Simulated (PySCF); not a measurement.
Molecule: `CC([N+]#[C-])(C)C`, C5H9N.

Cartesian coordinates in Å; atom numbers follow the order of the lines, from 1:
```xyz
15

C     0.135   -2.478    1.278
N     0.078   -1.436    0.742
C     0.009   -0.165    0.086
C    -0.657    0.829    1.040
C     1.435    0.277   -0.250
C    -0.820   -0.330   -1.190
H    -0.723    1.818    0.563
H    -1.673    0.496    1.299
H    -0.077    0.925    1.968
H     1.414    1.253   -0.756
H     2.038    0.369    0.664
H     1.920   -0.453   -0.914
H    -0.890    0.634   -1.714
H    -0.354   -1.063   -1.864
H    -1.836   -0.675   -0.951
```

Geometry PBE0-D3(BJ)/def2-SVP throughout; GIAO in PySCF 2.14.0 with density-fitted response routines, gas phase, one conformer, non-relativistic; equivalent atoms averaged; basis pcSseg-1.

For orientation, B97-2 gives these absolute shieldings σ: C1 10.5, C3 133.6, C4/C5/C6 151.0, N2 53.2, H7/H8/H9/H10/H11/H12/H13/H14/H15 29.97 ppm.

A run gave: C1 0.2, C3 147.0, C4/C5/C6 159.1, N2 54.0, H7/H8/H9/H10/H11/H12/H13/H14/H15 30.33 ppm (absolute shieldings σ).

Task: Which functional was used in that run?
A. wB97X-D
B. LC-wPBE
C. BP86
D. HF

Result: D. C3 tells them apart best: HF gives 147.0, wB97X-D gives 134.6, BP86 gives 127.2, LC-wPBE gives 140.4 ppm.
